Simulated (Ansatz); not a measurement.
A nudged elastic band was laid between two geometries of AlH₅OS (8 atoms, charge 0, multiplicity 1).

Theory: RKS PBE0/6-31G* in Ansatz 0.2.0.

| Quantity | Value |
| --- | --- |
| movable images | 7 |
| climbing image | yes |
| spring | 5.0 eV/Å² |
| optimiser | quadratic models (default) |
| start path | through a guess of the saddle point |
| force threshold | 0.03 eV/Å |
| iteration limit | 60 |
| end points | relaxed |

First end point:

```xyz
8
Properties=species:S:1:pos:R:3
Al -0.023 0.043 0.291
O -0.288 -0.666 1.853
H -1.150 -1.065 2.005
H 1.496 0.117 -0.192
H -1.252 0.080 -0.734
S -0.087 2.514 1.166
H 1.229 2.778 1.068
H 0.008 2.072 2.434
```

Last end point:

```xyz
8
Properties=species:S:1:pos:R:3
Al 0.091 0.528 0.167
O -0.254 -0.189 2.038
H -1.108 -0.645 2.096
H 1.553 0.017 -0.195
H -1.242 -0.032 -0.513
S -0.051 2.680 0.811
H 1.277 2.880 0.927
H -0.335 0.633 2.559
```

Problem. Which bonds break or form, and what moves?

Solution. Bonds broken: S6–H8. Bonds formed: O2–H8.

Problem. What energy profile does the band end with?

Solution. It converged. The highest image is number 4 of 0 to 8, 4.2 kcal/mol above the first end and 14.8 kcal/mol above the last; the last end lies 10.6 kcal/mol below the first. A vibrational analysis at the climbing image gives one clearly imaginary mode, 784i cm⁻¹: a first-order saddle point. The orbitals stay closed-shell, which can raise the energy where a bond breaks towards radicals; this wasn't checked here.

| image | path coordinate (Å) | energy (kcal/mol) | S6–H8 (Å) | O2–H8 (Å) |
| --- | --- | --- | --- | --- |
| 0 | 0.00 | 0.0 | 1.35 | 2.81 |
| 1 | 0.51 | 0.1 | 1.35 | 3.20 |
| 2 | 1.02 | 0.1 | 1.35 | 2.59 |
| 3 | 1.54 | 1.3 | 1.37 | 2.00 |
| 4 | 2.05 | 4.2 | 1.53 | 1.42 |
| 5 | 2.38 | -3.0 | 1.86 | 1.09 |
| 6 | 2.71 | -8.9 | 2.23 | 1.00 |
| 7 | 3.03 | -10.3 | 2.51 | 0.98 |
| 8 | 3.36 | -10.6 | 2.71 | 0.98 |

Problem. What is the geometry of the highest image?

Solution. 
```xyz
8
Properties=species:S:1:pos:R:3
Al 0.066 0.255 0.168
O -0.199 -0.171 1.933
H -1.013 -0.635 2.170
H 1.565 0.063 -0.320
H -1.236 0.010 -0.717
S -0.121 2.494 1.164
H 1.182 2.616 1.482
H -0.312 1.240 2.011
```

Problem. What are the harmonic wavenumbers there?

Solution. 784i, 285, 304, 362, 443, 485, 580, 594, 648, 707, 766, 828, 1284, 1453, 1930, 1957, 2737, 3851 cm⁻¹.

Time of the run: 2.2 min on 1 thread of Intel(R) Xeon(R) 6975P-C (Granite Rapids), with other jobs on the host, peak memory 0.14 GiB.
